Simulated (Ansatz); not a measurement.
Process, species as SMILES: O=CO + 3 [H][H] (H2) → C (CH4) + 2 O (H2O)
B3LYP-D3(BJ)/def2-TZVP geometries, fixed; electronic energies without zero-point terms.
Largest species:
```
C
O 1 1.1967
O 1 1.3439 2 125.18
H 3 0.9719 1 107.71 2 0.00
H 1 1.0974 2 125.25 3 -180.00
```

Basis-set convergence of the energy of full hydrogenation at CCSD(T) with Ansatz (a first-principles code). Cartesian d functions, on some or all atoms, in 6-31G*, 6-31G**; all else is spherical. Cores are frozen. Species with rotatable bonds are taken in one conformer. No added dispersion term, no relativity. Functions are those of the species that has most. Reference: Hartree-Fock in aug-cc-pVQZ plus the correlation part extrapolated as X^-3 from aug-cc-pVTZ and aug-cc-pVQZ, -56.24 kcal/mol, itself unsure by roughly 0.11 kcal/mol (a third of the extrapolation step and of the last Hartree-Fock step). Deviations are taken from unrounded values. Cost is core time over that of def2-SVP, rough, on shared machines of one kind; a dash marks a row that isn't timed (too short, read off another run, short of memory, by another algorithm or on other hardware).

```tsv
basis	functions	energy of full hydrogenation (kcal/mol)	minus reference (kcal/mol)	cost
STO-3G	17	-13.57	42.67	-
6-31G	31	-42.55	13.69	-
6-31G*	49	-31.34	24.90	0.5×
cc-pVDZ	52	-44.14	12.11	0.6×
def2-SVP	52	-45.32	10.92	1×
6-31G**	55	-44.74	11.51	0.6×
6-311+G**	78	-52.88	3.37	1×
def2-SVPD	82	-58.81	-2.56	2×
aug-cc-pVDZ	87	-58.77	-2.52	2×
jun-cc-pV(T+d)Z	145	-56.23	0.01	4×
6-311++G(3df,3pd)	153	-55.91	0.33	6×
def2-QZVPP	231	-56.06	0.19	20×
def2-QZVPPD	261	-56.60	-0.36	30×
```

The smallest set listed that lies within 4 kcal/mol of the reference with all its larger relatives (same family, alike in diffuse functions; a set with none counts only in the reference's own line) is 6-311+G** (78 functions, 1× in cost, 3.37 kcal/mol off). Inside the window by cancellation, since a larger relative falls out: def2-SVPD. Inside, with no larger relative to test it: def2-QZVPP, def2-QZVPPD. (Relatives not listed, tested too: 6-311++G(2d,2p) -0.15, def2-TZVPD 5.51, def2-TZVPPD -0.33, aug-cc-pVTZ -0.22, aug-cc-pVQZ 0.03 kcal/mol.)
